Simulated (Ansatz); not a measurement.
**AlSiN+ (quartet): from Hartree-Fock to the top rungs, cc-pVTZ**

An exercise on one series of results from a longer session: the logs are not shown, and one member is left open.

Program: Ansatz 0.2.0, Gaussian basis. Level of theory: cc-pVTZ, core rule «outside noble gas», up to 11 orbitals frozen. These are calculated values, not measurements.

The runs, in order: UHF; CCSD(T) on ROHF; CCSD(T) on UHF; BCCD(T) on ROHF; CCSDT(Q) on ROHF; CCSDT(Q) on UHF.

10 further runs of the same task are left out: 4 for a known fault of the program, 6 set aside as unsound or not needed.

## The geometry

The geometry is a PBE0/def2-TZVP stationary point (not a proven minimum) of the parent state, kept for this charge and spin.

3 atoms, charge 1, spin multiplicity 4.

Atoms are counted from 1 here; the program's logs count them from 0.

Bond lengths: Al1–Si2 2.464 Å, Si2–N3 1.576 Å. Angles: Al1–Si2–N3 180.0°.

The first run:

File in.yaml:

```yaml
crystal:
  periodic: [false, false, false]
  atoms:
    - {symbol: Al, position_ang: [0.000000, 0.000000, 2.168200]}
    - {symbol: Si, position_ang: [0.000000, 0.000000, -0.296000]}
    - {symbol: N, position_ang: [0.000000, 0.000000, -1.872200]}
basis:
  gaussian: {orbitals: cc-pVTZ}
total_charge: 1
magnetization: {spin_polarized: true, initial_magnetization: 3}
hamiltonian: {xc: hf}
output: {orbitals: {seedname: orbitals}}
```

The run is started by

```sh
$ ansatz run in.yaml --threads 1 --pin off --events-out ev --progress --plain --max-ram 2816MiB --backend cpu
```

Among the steps run: UHF; CCSD(T) on ROHF; CCSD(T) on UHF; BCCD(T) on ROHF; CCSDT(Q) on ROHF; CCSDT(Q) on UHF.

One table of the session follows, with a row left open; its other results are not shown here.

```
   method  from RCCSDT(Q) (kJ/mol)
     ROHF                   +899.6
      UHF                   +863.2
     RMP2                   +153.9
     UMP2                   +213.0
    RCCSD                    +81.9
    UCCSD                    +81.5
 RCCSD(T)                        ?
 UCCSD(T)                    +28.5
  BCCD(T)                    +23.2
   RCCSDT                    +11.9
   UCCSDT                    +11.3
RCCSDT(Q)                        0
UCCSDT(Q)                     -4.4
```

Estimate the missing values for RCCSD(T).

**Answer.** from RCCSDT(Q) (kJ/mol): +25.0. In the column «from RCCSDT(Q) (kJ/mol)» it lies between BCCD(T) (+23.2) and UCCSD(T) (+28.5).

Caveats from the session: Warnings: spin contamination; coupled cluster took another determinant than the lowest; large T1 diagnostic. Restricted and unrestricted rows rest on different reference determinants; where their highest levels disagree by more than a few hundredths of an eV, they describe different states and don't form one ladder.
